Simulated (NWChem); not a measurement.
System: water (H2O); SMILES O

Computed with NWChem. Coordinates come from a PBE-D3(BJ)/def2-SVP optimisation. Level: B3LYP/def2-SVP with SMD (1 M gas to 1 M solution), gas-phase geometry.

Order these by “solvation free energy (kcal/mol)”, lowest first: chloroform; chlorobenzene; 2-propanol; water.

water (-7.5), 2-propanol (-7.0), chloroform (-4.2), chlorobenzene (-3.6)
